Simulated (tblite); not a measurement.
Compound: C₅H₃S (doublet state).
Bonds: C1–C2 (double), C2–C3, C3–C4 (double), C4–C5, C5–S6 (double), C2–C5. Hydrogens: H7, H8 on C1; H9 on C4.
Bond orders are those of one Lewis drawing.

Computed with GFN2-xTB (tblite), gas phase: L-BFGS steps from a force-field or distance-geometry start until the largest atomic force falls under 0.01 eV/Å.

Geometry at step 6:
```
atom  x, y, z in Å
C1      1.7345   -0.1351   -0.0642
C2      0.4265   -0.2497   -0.0288
C3     -0.6080   -1.3128   -0.0555
C4     -1.6663   -0.4808    0.0233
C5     -0.7350    0.6569    0.0509
S6     -0.9552    2.2566    0.1520
H7      2.1871    0.8436   -0.0266
H8      2.3649   -1.0063   -0.1277
H9     -2.7349   -0.5664    0.0515
```

Task: What forces act on the atoms?

Result: 
```json
{"atom": "C1", "Fx (eV/Å)": "0.136", "Fy (eV/Å)": "-0.004", "Fz (eV/Å)": "0.003"}
{"atom": "C2", "Fx (eV/Å)": "-0.184", "Fy (eV/Å)": "-0.072", "Fz (eV/Å)": "-0.036"}
{"atom": "C3", "Fx (eV/Å)": "-0.065", "Fy (eV/Å)": "-0.140", "Fz (eV/Å)": "0.014"}
{"atom": "C4", "Fx (eV/Å)": "-0.036", "Fy (eV/Å)": "-0.007", "Fz (eV/Å)": "-0.024"}
{"atom": "C5", "Fx (eV/Å)": "-0.012", "Fy (eV/Å)": "0.090", "Fz (eV/Å)": "0.052"}
{"atom": "S6", "Fx (eV/Å)": "-0.094", "Fy (eV/Å)": "0.085", "Fz (eV/Å)": "-0.004"}
{"atom": "H7", "Fx (eV/Å)": "0.069", "Fy (eV/Å)": "-0.099", "Fz (eV/Å)": "-0.008"}
{"atom": "H8", "Fx (eV/Å)": "0.075", "Fy (eV/Å)": "0.105", "Fz (eV/Å)": "0.003"}
{"atom": "H9", "Fx (eV/Å)": "0.111", "Fy (eV/Å)": "0.042", "Fz (eV/Å)": "-0.001"}
```

The largest, 0.20 eV/Å, acts on C2; the rms over all components is 0.076 eV/Å. The forces sum to zero within rounding, as they must for an isolated molecule in no field.

Task: Give the force on C2 in Eh/bohr and in nN.

Result: 0.201 eV/Å ÷ 51.422 = 0.00391 Eh/bohr, and 0.201 eV/Å × 1.602 = 0.32 nN.

Task: How far is this geometry from the end of the optimisation?

Result: 0.007 eV above it, and 0.023 Å rms away after alignment. The bonds farthest from their final lengths, with half the difference of the two atoms' forces along the bond (positive lengthens):

```json
{"bond": "C2–C3", "now (Å)": "1.484", "final (Å)": "1.490", "force along bond (eV/Å)": "-0.02"}
{"bond": "C1=C2", "now (Å)": "1.313", "final (Å)": "1.317", "force along bond (eV/Å)": "+0.16"}
{"bond": "C4–H9", "now (Å)": "1.072", "final (Å)": "1.069", "force along bond (eV/Å)": "-0.07"}
{"bond": "C4–C5", "now (Å)": "1.471", "final (Å)": "1.472", "force along bond (eV/Å)": "+0.05"}
```

The angle farthest from its final value is C2–C5–S6, 135.9° against 138.3°.

The cost below is that of the whole relaxation. Time: 0.1 s. Hardware: an Arm Neoverse V2 with one thread, shared host with 96 logical CPUs at a one-minute load of 91.
